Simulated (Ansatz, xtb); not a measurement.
**A geometry optimisation of CHSi2 with r2SCAN-D4/def2-SVP**

The starting geometry of this gas-phase doublet has its atoms placed at random.

```xyz
4

C    -0.8951    0.9557   -1.2035
Si   -1.0047   -1.3138   -0.1898
Si    1.1220    0.0610   -1.1751
H     0.0520   -1.5882    0.4741
```

Q: One run relaxed it with r2SCAN-D4/def2-SVP. What is a likely outcome?

A: It ends as a structure given below by its coordinates. Distances that change by over a tenth: Si2–H4 (1.28 → 1.52 Å). Contacts that close: C1–Si2 (2.49 → 1.71 Å), C1–Si3 (2.21 → 1.71 Å).

The energy falls by 4.58 eV over 16 steps:

```
step  E − E(last) (eV)
   1             4.575
   3             0.728
   4             0.438
   6             0.347
   8             0.296
   9             0.284
  11             0.031
  13             0.006
  14             0.004
  16             0.000
```

Final geometry (Å):

```xyz
4

C     0.0512    0.0109   -0.9143
Si   -1.0825   -1.0445   -0.1909
Si    0.8833    1.1915   -1.8214
H    -0.5779   -2.0432    0.8323
```

From the same start GFN2-xTB reaches the same bonding as this run.

From so rough a start the end depends on the optimiser's path, so another program may land elsewhere. The end wasn't checked by frequencies. Open shells are spin-unrestricted. Run with Ansatz 0.2.0, 23 s on 2 threads of Intel(R) Xeon(R) 6975P-C (Granite Rapids) (shared host).
